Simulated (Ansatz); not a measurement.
**One shape, several levels: OF (Oxygen monofluoride)**

Aim: a comparison of 6 runs (UB2PLYP/STO-3G, UCAM-B3LYP/STO-3G, UPBE/STO-3G, UPBE0/STO-3G, UCCSDT(Q)/STO-3G, UCCSD/STO-3G) of OF (Oxygen monofluoride). 

The calculation is run with Ansatz 0.2.0.

48 further runs of the same task are left out: 7 that didn't finish, 41 set aside as unsound or not needed.

## 1. The structure to begin with

OF has 2 atoms, charge 0, and is taken as a doublet. As SMILES, `[O]F`. The F2–O1 distance was set to 1.663 Å, away from the relaxed value.

Bond lengths: O1–F2 1.663 Å.

## 2. The energy at UB2PLYP/STO-3G (run 1)

File input.yaml:

```yaml
crystal:
  periodic: [false, false, false]
  atoms:
    - symbol: O
      position_ang: [0.000000, 0.000000, -0.348500]
    - symbol: F
      position_ang: [-0.000000, -0.000000, 1.314400]
basis:
  gaussian:
    orbitals: STO-3G
magnetization:
  spin_polarized: true
  initial_magnetization: 1
hamiltonian:
  xc: {name: B2PLYP}
correlation:
  frozen_orbitals: {F: 1, O: 1}
accuracy: high
```

On the command line:

```console
ansatz run input.yaml --threads 1 --pin off --max-ram 3480MiB --events-out events.jsonl --progress --plain --runs-dir runs
```

Log:

```text
Warning: RAYON_NUM_THREADS=1 ignored (pool sized by the plan → 1); use --threads N
Functional definition: B2PLYP
  name "B2PLYP"
  parameter a = 0.53
  parameter c = 0.27
  exchange = (1 - a)*b88_x + a*exact_x
  correlation = (1 - c)*lyp_c + c*(mp2_os + mp2_ss)
149 factors; integrals over basis functions are off by at most 4.3e-8 eV
mean field evaluation 1: about -4684.2887 eV, gradient 5.3e0 eV
mean field evaluation 2: about -4684.2978 eV, gradient 5.3e0 eV
mean field evaluation 4: about -4684.7911 eV, gradient 1.9e0 eV
mean field evaluation 8: about -4684.8663 eV, gradient 1.5e-1 eV
mean field evaluation 16: about -4685.4815 eV, gradient 2.4e-6 eV
mean field evaluation 32: about -4684.9054 eV, gradient 3.0e-6 eV
mean field -4685.48150515 eV, -172.1882693809 hartree, gradient 4.3e-8 eV, S^2 1.221765; 2 other end points of the search recorded, 0 dependent functions left out
2 core orbitals not correlated: weight in the atoms' cores, before any rotation towards them, 1.000 or more for the frozen orbitals, at most 0.000 for the correlated occupied ones
reference -4685.48151250 eV, -172.1882696509 hartree; 7, 6 occupied and 1, 2 virtual orbitals, 149 factors
second order -0.77411297 eV of doubles, -0.00000000 eV of singles
Total energy: -4685.69052300 eV, -172.1959506452 hartree
```

Wall time 0.89 s (1 thread of Intel Xeon 6975P-C (Granite Rapids), shared host).

## 3. The energy at UCAM-B3LYP/STO-3G (run 2)

File job.yaml:

```yaml
basis:
  gaussian:
    orbitals: STO-3G
crystal:
  periodic: [false, false, false]
  atoms:
    - symbol: O
      position_ang: [0.000000, 0.000000, -0.348500]
    - symbol: F
      position_ang: [-0.000000, -0.000000, 1.314400]
magnetization:
  spin_polarized: true
  initial_magnetization: 1
hamiltonian:
  xc: {name: CAM-B3LYP}
accuracy: high
```

On the command line:

```console
ansatz run job.yaml --threads 1 --pin off --max-ram 3480MiB --events-out events.jsonl --progress --plain --runs-dir runs
```

Log:

```text
Warning: RAYON_NUM_THREADS=1 ignored (pool sized by the plan → 1); use --threads N
Functional definition: CAM-B3LYP
  name "CAM-B3LYP"
  parameter alpha = 0.19
  parameter beta = 0.46
  parameter omega = 0.33/bohr
  parameter ac = 0.81
  exchange = (1 - alpha - beta)*b88_x + beta*b88_x_sr(omega) + alpha*exact_x + beta*exact_x_lr(omega)
  correlation = (1 - ac)*vwn5_c + ac*lyp_c
149 factors; integrals over basis functions are off by at most 4.3e-8 eV
85 factors; integrals over basis functions are off by at most 9.8e-10 eV
mean field evaluation 1: about -4688.7745 eV, gradient 2.9e0 eV
mean field evaluation 2: about -4688.9277 eV, gradient 1.3e0 eV
mean field evaluation 4: about -4689.0110 eV, gradient 8.0e-1 eV
mean field evaluation 8: about -4689.0982 eV, gradient 3.5e-1 eV
mean field evaluation 16: about -4689.1013 eV, gradient 6.2e-8 eV
mean field -4689.10132635 eV, -172.3212953565 hartree, gradient 6.2e-8 eV, S^2 0.880119; 1 other end points of the search recorded, 0 dependent functions left out
reference -4689.10133187 eV, -172.3212955592 hartree; 9, 8 occupied and 1, 2 virtual orbitals, 149 factors
Total energy: -4689.10133187 eV, -172.3212955592 hartree
```

Wall time 0.52 s (1 thread of Intel Xeon 6975P-C (Granite Rapids), shared host).

Runs 3 to 5 aren't shown in full; the table further down has their settings and results.

## 4. A single-point energy at UCCSD/STO-3G (run 6)

File molecule.yaml:

```yaml
crystal:
  periodic: [false, false, false]
  atoms:
    - {symbol: O, position_ang: [0.000000, 0.000000, -0.348500]}
    - {symbol: F, position_ang: [-0.000000, -0.000000, 1.314400]}
basis:
  gaussian:
    orbitals: STO-3G
magnetization:
  spin_polarized: true
  initial_magnetization: 1
correlation:
  method: ccsd
  frozen_orbitals: {F: 1, O: 1}
accuracy: high
scf:
  omitted_lower_state_checks: [cluster_reference, increment]
```

On the command line:

```console
ansatz run molecule.yaml --threads 1 --pin off --max-ram 3480MiB --events-out events.jsonl --progress --plain --runs-dir runs
```

Log:

```text
Warning: RAYON_NUM_THREADS=1 ignored (pool sized by the plan → 1); use --threads N
[... 16 lines left out ...]
2 core orbitals not correlated: weight in the atoms' cores, before any rotation towards them, 1.000 or more for the frozen orbitals, at most 0.000 for the correlated occupied ones
[... 41 lines left out ...]
Total energy: -4675.84117766 eV, -171.8339938800 hartree
Checks for a lower state left out: cluster_reference, increment
```

Wall time 0.18 s (1 thread of Intel Xeon 6975P-C (Granite Rapids), shared host).

## 5. All runs side by side

| run | level | frozen core orbitals | energy (Eh) | ⟨S²⟩ | wall time |
| --- | --- | --- | --- | --- | --- |
| 1 | UB2PLYP/STO-3G | 2 | -172.195951 | 1.222 | 0.89 s |
| 2 | UCAM-B3LYP/STO-3G | – | -172.321296 | 0.880 | 0.52 s |
| 3 | UPBE/STO-3G | – | -172.232103 | 0.758 | 0.79 s |
| 4 | UPBE0/STO-3G | – | -172.247259 | 0.881 | 0.54 s |
| 5 | UCCSDT(Q)/STO-3G | 2 | -171.834210 | 1.486 | 0.4 s |
| 6 | UCCSD/STO-3G | 2 | -171.833994 | 1.486 | 0.18 s |

## 6. Outcome

```
                                          quantity          value
                               run 6: total energy  -171.83399 Eh
run 6: correlation energy (2 core orbitals frozen)      -44.2 mEh
          run 6: ⟨S²⟩ of the reference determinant          1.486
                              run 6: T1 diagnostic          0.070
```

In words: Totals of different functionals can't be ranked against each other. In runs 1, 2, 3, 4, 5, 6 the basis is minimal, so the values are rough. Spin contamination of the reference: run 5 ⟨S²⟩ = 1.49, run 6 ⟨S²⟩ = 1.49, run 1 ⟨S²⟩ = 1.22, run 4 ⟨S²⟩ = 0.88, run 2 ⟨S²⟩ = 0.88. Where it is this large, the reference is a mixture of spin states, and values that rest on it are in doubt. All runs together took 3.3 s, the longest 0.89 s.
